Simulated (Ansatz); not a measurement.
# Several solutions for singlet NH

| atom | x (Å) | y (Å) | z (Å) |
| --- | --- | --- | --- |
| N | 0.0000 | 0.0000 | 0.0000 |
| H | 0.0000 | 0.0000 | 1.8720 |

Basis set: 6-31G (spherical functions). Charge 0, multiplicity 1.

PBE0 (unrestricted) was run from several starts with Ansatz (development build ahead of 0.2.0).

| run | program | start | converged | energy (hartree) | <S²> |
| --- | --- | --- | --- | --- | --- |
| A | Ansatz | atomic start, no search | yes | -54.93403 | 0.00 |
| B | Ansatz | stability test followed | yes | -55.00580 | 1.36 |
| C | Ansatz | search for the lowest state | yes | -55.00580 | 1.36 |

(1) Which runs reached the lowest solution of this kind, and what is wrong with the others?

## Answers

(1) B, C reached the lowest solution found. Converged but too high: A by 1.95 eV. Convergence only shows a stationary point, and even a stable one can lie too high; stability tests and further starts are what find lower ones. Caution: another spin multiplicity may lie lower. Caution: the unrestricted determinant is a mixture of spin states.
